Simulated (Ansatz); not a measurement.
# HGe–NH2: how the vertical ionisation to the doublet moves with the basis

HGe–NH2, singlet; coordinates (Å): Ge 0.000 -0.029 0.335; N 0.000 0.034 -1.479; H 0.000 1.567 0.465; H 0.000 0.872 -2.038; H 0.000 -0.803 -2.040. Quantity: vertical ionisation to the doublet.

Ansatz 0.2.0, basis cc-pVDZ or cc-pVTZ; geometries are PBE0/def2-TZVP minima. Wave-function levels freeze the cores with the filled d shells of p-block atoms; HF, MP2 and coupled cluster are restricted for singlets and unrestricted otherwise, restricted open-shell where a d shell is frozen, Kohn–Sham unrestricted where that lies lower. NEVPT2 stands on CASSCF in the full valence space. The reference is CCSDT(Q) (coupled cluster only where its series has nearly closed). Semilocal and hybrid functionals correlate all electrons outside any core potential and usually lie nearer their basis limit than the reference, so part of their error here is the reference's basis and frozen-core error; RPA and the MP2 part of double hybrids freeze the same cores as the reference. None of these values is a measured one. Energies are electronic, without zero-point terms. No spin–orbit coupling and no scalar relativity. The species are chosen: bound, without strong static correlation by their natural occupations or amplitudes, in their lowest spin state as far as vertical gaps and like structures tell, with only the lowest ion state computed, and with a ladder that closes on the reference, so errors are smaller than for species at large; levels whose determinant breaks symmetry or spin markedly are left out.

```csv
level,cc-pVDZ (eV),cc-pVTZ (eV)
reference,8.670 (CCSDT(Q)),8.901 (CCSDT(Q))
MP2,8.613,8.824
CCSD,8.699,8.907
CCSD(T),8.677,8.904
CCSDT,8.670,8.901
NEVPT2,8.371,8.558
PBE,8.816,8.875
wB97M-V,8.943,9.008
```

From cc-pVDZ to cc-pVTZ the reference moves by 0.231 eV and PBE by 0.059; the step from CCSD(T) to the reference is -0.007 in the first and -0.003 in the last.
